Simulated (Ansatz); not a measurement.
# CH2NO (SMILES N[C]=O): where methods fail along a bond

CH2NO: 5 atoms, total charge 0, spin state doublet. SMILES: `N[C]=O`. The coordinates come from a GFN2-xTB relaxation.

```xyz
5

N    -0.3348    0.2911   -0.2497
C     0.7963   -0.3195    0.0517
O     1.1120   -1.0502    0.9507
H    -0.3923    0.8740   -1.0670
H    -1.1812    0.2046    0.3143
```

The C2–O3 distance is scanned; the parts on either side stay rigid. Basis STO-3G, 3 core orbitals frozen in the correlated methods; program Ansatz 0.2.0. FCI is exact within this basis and core. Energies in eV from each method's value at 1.201 Å; open shells run as named. The shape above is that at 1.201 Å.

| distance (Å) | UBHLYP | U-r2SCAN0 | RPA@PBE | UMP2 | FCI |
| --- | --- | --- | --- | --- | --- |
| 1.201 | 0.00 | 0.00 | 0.00 | 0.00 | 0.00 |
| 1.501 | 1.72 | 1.70 | 0.97 | 2.41 | 1.26 |
| 2.402 | 4.93 | 5.47 | 4.79 | 4.62 | 4.60 |
| 3.002 | 5.06 | 5.64 | 4.48 | 4.58 | 4.66 |

Departure from the FCI curve at its largest: UBHLYP +0.46 eV at 1.50 Å; U-r2SCAN0 +0.98 eV at 3.00 Å; RPA@PBE -0.29 eV at 1.50 Å; UMP2 +1.15 eV at 1.50 Å. The curve of RPA@PBE turns over, which the reference doesn't. For the functionals part of the departure is owed to the small basis.
